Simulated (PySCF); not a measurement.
## Simulated absorption spectrum

Compound: difluorosilane, F₂H₂Si.
Numbering: `[F:1][SiH2:2][F:3]` (hydrogens: H4, H5 on Si2)

Theory: PySCF 2.14.0, density-fitted response routines, TDDFT wB97X-D/def2-SVPD, vertical, gas phase, core orbitals frozen in the response. Isolated species at its GFN2-xTB geometry, gas phase.

Computed states:

| state | E (eV) | f |
| --- | --- | --- |
| S1 | 8.69 | 0.0000 |
| S2 | 9.20 | 0.069 |
| S3 | 10.20 | 0.110 |
| S4 | 10.86 | 0.081 |
| S5 | 10.91 | 0.0023 |
| S6 | 11.20 | 0.069 |
| S7 | 11.27 | 0.107 |
| S8 | 11.37 | 0.109 |

Broadening: Gaussians 0.5 eV wide at half height, area fixed by f = 4.319×10⁻⁹ ∫ε dν̃. The width is an assumption, not a result. The curve ends short of the highest state used, and states not computed would add to its high-energy end.

**Question.** Give the broadened spectrum and its maxima.

**Answer.** 
```csv
E (eV),ε (L mol⁻¹ cm⁻¹)
7.94,0
7.99,0
8.04,0
8.09,0
8.14,0
8.19,0
8.24,0
8.30,0
8.35,1
8.40,3
8.45,8
8.50,17
8.55,36
8.60,71
8.66,152
8.71,268
8.76,447
8.81,706
8.86,1055
8.91,1492
8.97,2101
9.02,2630
9.07,3115
9.12,3489
9.17,3698
9.22,3708
9.27,3518
9.33,3070
9.38,2580
9.43,2055
9.48,1557
9.53,1136
9.58,822
9.63,634
9.69,593
9.74,723
9.79,1015
9.84,1474
9.89,2095
9.94,2850
9.99,3683
10.05,4666
10.10,5350
10.15,5810
10.20,5978
10.25,5840
10.30,5436
10.35,4856
10.41,4099
10.46,3563
10.51,3222
10.56,3134
10.61,3313
10.66,3734
10.71,4344
10.77,5248
```

Maxima: 135 nm (9.20 eV), ε about 3700, made up of S2 (100%); 122 nm (10.20 eV), ε about 6000, made up of S3 (99%) (ε in L mol⁻¹ cm⁻¹; maxima over ε = 5, shares over 10%). At its high-energy end, 10.77 eV, the curve is still rising (ε about 5200, from S4).

**Question.** Coming from long wavelengths, where does ε first pass 100 L mol⁻¹ cm⁻¹?

**Answer.** At about 144 nm (8.63 eV), 0.06 eV below S1.

**Question.** What would ε be at 10.20 eV, the highest of these maxima, with half the width (0.25 eV)?

**Answer.** About 11900 L mol⁻¹ cm⁻¹ against 5980, a factor of about 1.99; a lone state at its own centre would give exactly 2.
